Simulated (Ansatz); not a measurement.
System: bcc K. Method: PBE0 (Ansatz, a quantum-chemistry and plane-wave program, PAW).

Numerical settings: plane-wave cutoff 460 eV, 10×10×10 k mesh, Fermi–Dirac smearing 0.05 eV, scalar-relativistic PAW data made under PBE.

Cell (relaxed at this level):

```yaml
crystal:
  lattice:
    - [-2.66815, 2.66815, 2.66815]
    - [2.66815, -2.66815, 2.66815]
    - [2.66815, 2.66815, -2.66815]
  atoms:
    - { symbol: K, position: [0.00000, 0.00000, 0.00000] }
```

Task: Predict the bulk modulus B0 and pressure derivative B′ of the bulk modulus.

Result: 
- bulk modulus B0 = 3.46 GPa
- pressure derivative B′ of the bulk modulus = 3.7

Measured, for comparison: bulk modulus 3.75 GPa (corrected for temperature and zero-point phonon effects; as tabulated in Levämäki et al. (2014), arXiv:1402.3671). Computed (rounded) less measured: bulk modulus -8 %.

Computing time: roughly 70 core-minutes.
